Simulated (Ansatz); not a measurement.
# Al2H: the cost of one run

Program: Ansatz 0.2.0, Gaussian basis. Level of theory: def2-QZVPP, all electrons in the functionals, frozen cores in the correlation of double hybrids and RPA. These are calculated values, not measurements.

To be run: wB97M-V, B2PLYP, at charge 0, quartet; charge 0, doublet; charge 0, sextet; charge 1, triplet; charge 1, quintet.

### Step 1. What is computed

The geometry is a PBE0/def2-TZVP stationary point (not a proven minimum).

3 atoms, charge 0, spin multiplicity 4.

Atoms are counted from 1 here; the program's logs count them from 0.

Bond lengths: Al1–Al2 2.360 Å, Al1–H3 1.583 Å. Angles: Al2–Al1–H3 180.0°.

Coordinates:

```xyz
3

Al    0.00000    0.00000    0.25906
Al    0.00000    0.00000   -2.10136
H     0.00000    0.00000    1.84230
```

No dispersion term is added; wB97M-V holds VV10 nonlocal correlation.

The geometry shown and the zero of energy belong to the point charge 0, quartet. The yardstick, UCCSD(T), and other wave-function levels (R restricted, U unrestricted, valence and pair active spaces) come from earlier runs.

### Step 2. wB97M-V, charge 0, quartet

File in.yaml:

```yaml
crystal:
  periodic: [false, false, false]
  atoms:
    - {symbol: Al, position_ang: [0.000000, 0.000000, 0.259056]}
    - {symbol: Al, position_ang: [0.000000, 0.000000, -2.101360]}
    - {symbol: H, position_ang: [0.000000, 0.000000, 1.842303]}
basis:
  gaussian: {orbitals: "def2-QZVPP.json"}
magnetization: {spin_polarized: true, initial_magnetization: 3}
hamiltonian: {xc: {name: wB97M-V}}
output: {orbitals: {seedname: orbitals}}
```

Command:

```
$ ansatz run in.yaml --threads 1 --pin off --events-out ev --progress --plain --max-ram 2393MiB
```

What time and memory should one allow on 1 thread of Arm Neoverse V1, shared host?

About 19 s, with a peak of 0.46 GiB.
